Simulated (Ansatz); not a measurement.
C₂H₄S (`CC=S`), relaxed with RKS PBE-D4/def2-SVP in Ansatz 0.2.0 from a rough embedded geometry. The force threshold is 0.03 eV/Å; the program also tests the step.

Total charge 0; spin multiplicity 1.

Start:

```xyz
7

C     0.056    0.298   -0.552
C    -0.022   -0.295    0.751
S    -0.261   -1.914    0.942
H     0.968    0.810   -0.664
H    -0.726    1.109   -0.676
H    -0.094   -0.391   -1.426
H     0.079    0.383    1.625
```

| step | energy (eV) | largest force (eV/Å) | largest move (Å) |
| --- | --- | --- | --- |
| 1 | -12961.2688 | 2.993 | 0.000 |
| 2 | -12961.4284 | 1.108 | 0.051 |
| 3 (rejected) | -12961.4019 | 0.841 | 0.090 |
| 4 (rejected) | -12961.4264 | 1.372 | 0.045 |
| 5 | -12961.4552 | 0.131 | 0.022 |
| 6 | -12961.4556 | 0.004 | 0.005 |

End:

```xyz
7

C     0.040    0.330   -0.590
C    -0.039   -0.339    0.744
S    -0.274   -1.930    1.012
H     1.013    0.860   -0.693
H    -0.738    1.122   -0.665
H    -0.081   -0.391   -1.420
H     0.079    0.349    1.612
```

It took 3 s on 4 threads of an Arm Neoverse V1 on a shared host, with 0.12 GiB of host memory at the peak.
